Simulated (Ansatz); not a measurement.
# B2⁺, doublet: the ladder up to full CI

Geometry: a PBE0/def2-TZVP stationary point for this spin.

```xyz
2

B     0.0000    0.0000    0.0000
B     0.0000    0.0000    1.7042
```

Basis cc-pVTZ; Ansatz 0.2.0. Correlated methods freeze the noble-gas cores, which leaves 5 electrons in 58 orbitals. Prefix R: restricted or restricted open-shell reference; prefix U: unrestricted. Active spaces: valence = (5e, 8o) chosen from the atoms' valence shells.

Full CI is exact within this basis and frozen core; it isn't the basis-set limit. The frozen core follows each run's orbitals, which can shift R against U totals by a few meV.

Coupled cluster chose its determinant by trial CCSD, here up to 0.48 eV above the lowest Hartree–Fock solution of its kind, and MP2 stands on that determinant too.

- UHF ⟨S²⟩: 1.660
- T1 diagnostic (RCCSD): 0.0436
- largest doubles amplitude (RCCSD): 0.323

```json
{"level": "RMP2", "E − E(determinant under the R cluster runs) (eV)": "-3.5418"}
{"level": "RCCSD", "E − E(determinant under the R cluster runs) (eV)": "-4.5952"}
{"level": "RCCSD(T)", "E − E(determinant under the R cluster runs) (eV)": "-4.9393"}
```

Question: Estimate how far full CI in cc-pVTZ lies from RCCSD(T). The table doesn't fix it; the size of (T) and the diagnostics are the guide.

Answer: Full CI in cc-pVTZ lies 7.0 kJ/mol below RCCSD(T), which is 21 % of the (T) step (-33.2 kJ/mol). T1 is raised, a doubles amplitude is large, but (T) still catches most of what CCSD lacks. The miss exceeds 1 kcal/mol.

The other levels:

| level | E − E(full CI) (kJ/mol) | share of correlation (%) | wall time |
| --- | --- | --- | --- |
| BCCD(T) | 8.7 | 98.20 | 14 s |
| RCCSDT | 2.1 | 99.57 | – |
| RCCSDT(Q) | 0.1 | 99.97 | 54 s |
| CASSCF (valence space) | 132.7 | 72.55 | – |
| NEVPT2 (valence space) | 27.2 | 94.38 | 3.4 s |
| NEVPT4(SD) (valence space) | 2.2 | 99.55 | 4.9 s |
| MRCISD (valence space) | 3.1 | 99.35 | – |
| MRCISD+Q (valence space) | -0.5 | 100.10 | 6 s |

The correlation energy at full CI, counted from the determinant under the R cluster runs, is -5.012 eV. That run took 9.3 min on 1 thread of Arm Neoverse N1, shared host over 6,375,432 determinants.

Run but not shown, since their state, orbitals or frozen core can't be matched to the reference's or they repeat it: RHF, UHF, UMP2, CISD, UCCSD, UCCSD(T), UCCSDT, UCCSDT(Q).

Times hold each run's SCF and search for its determinant on a shared host, so for small cases they say little of a method's own cost; they ran on 1 thread of Arm Neoverse N1.

More than 5 meV below full CI, which no variational method can be: MRCISD+Q (valence space).

The full-CI state has the irrep B3u of D2h, in the program's axes (one component, if the state is degenerate).

Natural occupations of full CI about the gap: 1.921 1.644 0.951 0.284 0.067 0.053 0.025 0.018 0.006 0.005; effectively unpaired electrons, Σ n²(2−n)², 1.63. No single determinant describes this state well, so single-reference rows can miss without a flag.
